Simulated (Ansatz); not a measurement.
**Worked example: correlation energy of PF, triplet**

Geometry: a PBE0/def2-TZVP stationary point for this spin.

```yaml
atoms:
  - { symbol: F, position_ang: [0.0000, 0.0000, 0.0000] }
  - { symbol: P, position_ang: [0.0000, 0.0000, 1.5934] }
```

Basis 6-31G; Ansatz 0.2.0. Correlated methods freeze the noble-gas cores, which leaves 12 electrons in 16 orbitals. R marks a restricted (for open shells ROHF) determinant, U an unrestricted one.

Full CI is exact within this basis and frozen core; it isn't the basis-set limit. The frozen core follows each run's orbitals, which can shift R against U totals by a few meV.

Runs differ by some tens of microhartree through their thresholds and, for an open shell, their frozen cores, so steps under 0.1 kcal/mol mean nothing.

| level | total energy (hartree) |
| --- | --- |
| UHF | -440.088035 |
| UMP2 | -440.239420 |
| UCCSD | -440.244047 |
| UCCSD(T) | -440.246366 |
| UCCSDT | -440.246689 |
| UCCSDT(Q) | -440.247133 |
| UCCSDTQ | -440.247075 |
| full CI | -440.247073 |

Q: What is the correlation energy at full CI, and what share of it do UMP2 and UCCSD recover?

A: E(corr) = -440.247073 − (-440.088035) = -0.159038 hartree = -4.328 eV. UMP2: -0.151385 / -0.159038 = 95.19 %. UCCSD: -0.156012 / -0.159038 = 98.10 %.

Q: By how many kcal/mol does UCCSD(T) miss full CI (1 hartree = 627.509 kcal/mol), and which steps make up the rest?

A: -440.246366 − (-440.247073) = 0.000707 hartree = 0.44 kcal/mol. Steps: UCCSDT − UCCSD(T) = -0.20, UCCSDT(Q) − UCCSDT = -0.28, UCCSDTQ − UCCSDT(Q) = 0.04, full CI − UCCSDTQ = 0.00 kcal/mol. That is within 1 kcal/mol of the reference in this basis, which itself misses far more of the correlation at the basis-set limit.
